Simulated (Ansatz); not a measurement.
Two shapes of doublet C2N.

Shape 1:

```xyz
3

C     0.0000    0.0000   -1.4700
C     0.0000    0.0000    0.0000
N     0.0000    0.0000    1.2443
```

Shape 2:

```xyz
3

C     0.0000    0.0000   -1.4000
C     0.0000    0.0000    0.0000
N     0.0000    0.0000    1.1850
```

Basis set: def2-SVP (spherical functions). Correlated methods keep 3 orbitals frozen. Correlation on ROHF uses semicanonical orbitals with singles. Charge 0, multiplicity 2.

Computed with Ansatz (development build ahead of 0.2.0); each method stands on the lowest determinant of its kind that the runs found.

**Question.** Which shape is lower in energy, and by how much in each method?

**Answer.**

```tsv
method	E(2) − E(1) (eV)
ROHF	-0.543
UHF	-0.338
ROHF-MP2	-0.224
UHF-MP2	-0.663
ROHF-CCSD(T)	-0.216
```

Shape 2 is lower. Caution for ROHF, ROHF-MP2, ROHF-CCSD(T): an unrestricted determinant lies well below. Caution for UHF, UHF-MP2: the unrestricted determinant is spin contaminated.
